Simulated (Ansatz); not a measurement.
Relaxation of C2H3N (6 atoms, charge 0, multiplicity 1), to a largest force component of 0.02 eV/Å in at most 50 steps.

Level of theory: UKS r2SCAN-D4/6-31G* (Ansatz).

```xyz
6
Properties=species:S:1:pos:R:3
C -0.246 0.281 -0.202
C 0.564 -0.674 0.418
N 1.218 -1.462 0.907
H 0.609 0.327 0.846
H -1.316 -0.056 -0.326
H -0.322 1.262 0.375
```

Task: Where does it end, and by what steps?

Result: The run converged. After 9 steps the energy has fallen by 5.558 eV; H4 moved furthest, 1.25 Å. Parted: C2–H4 (1.09 → 2.10 Å).

```tsv
step	energy less start (eV)	largest force component (eV/Å)	accepted
0	0.0000	5.838	yes
1	-1.0986	1.601	yes
2	-1.7811	2.001	yes
3	-2.5679	3.548	yes
4	-3.6857	4.039	yes
5	-4.7645	1.737	yes
6	-5.2859	1.016	yes
7	-5.5268	0.396	yes
8	-5.5578	0.112	yes
9	-5.5582	0.005	yes
```

```xyz
6
Properties=species:S:1:pos:R:3
C -0.258 0.296 0.331
C 0.760 -0.744 0.347
N 1.575 -1.576 0.360
H -0.501 0.605 1.353
H -1.170 -0.074 -0.149
H 0.101 1.170 -0.224
```

The run took 32 s on 1 thread of Arm Neoverse V1, with other jobs on the host, peak memory 0.14 GiB.
